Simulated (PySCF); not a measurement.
# `C[SiH3]`: ΔSCF against reference XPS values

What was measured (core binding energies): C 1s of C1 290.30 eV [1]; C 1s of C1 290.31 eV [2]. Sources and the comparison follow the method.

Compound: CH6Si.
Geometry (PBE0-D3(BJ)/def2-TZVP, Å), atoms numbered from 1 in this order:
```xyz
8
CH6Si angstrom
C     -0.9462   -0.0770    0.2414
Si     0.8602    0.0645   -0.2253
H     -1.1649    0.5031    1.1402
H     -1.2167   -1.1174    0.4335
H     -1.5810    0.2955   -0.5656
H      1.1905    1.4570   -0.6329
H      1.1779   -0.8400   -1.3634
H      1.7344   -0.3052    0.9206
```

The calculation used delta-SCF UKS SCAN, pcX-3 on the ionised atom, pcseg-2 elsewhere, spin-free X2C (PySCF). Binding energies are ΔSCF values: E(core-ionised, relaxed orbitals) − E(ground state) at a fixed geometry, referred to the vacuum level.

| atom | environment | level | this calculation (eV) | reference (eV) | difference (eV) | source |
| --- | --- | --- | --- | --- | --- | --- |
| C1 | Si-methyl carbon | C 1s | 290.34 | 290.30 | +0.04 | [1] |
| C1 | Si-methyl carbon | C 1s | 290.34 | 290.31 | +0.03 | [2] |

[1] measured, gas; Qian, Crumlin, Prendergast, Phys. Chem. Chem. Phys. 2022, 24, 2243
[2] measured, gas; Xu, Prendergast, Qian, J. Chem. Theory Comput. 2022, 18, 5471

How far is it from the measured entries?

Over the 2 different measured values (1 distinct line) the mean signed difference is +0.03 eV, the mean unsigned one 0.03 eV and the largest 0.04 eV. The calculation is vertical and has no vibrational structure, and measured positions depend on the energy calibration.

What does the calculation give for the levels without a reference value here?

Si2 Si 1s 1846.41 eV; Si2 Si 2p3/2 106.59 eV.

Spin–orbit and ligand-field terms were added within each 2p shell after the spin-free SCF. 2p1/2 minus 2p3/2 (ligand field included): Si 0.62 eV. Isolated species at its PBE0-D3(BJ)/def2-TZVP geometry, gas phase.
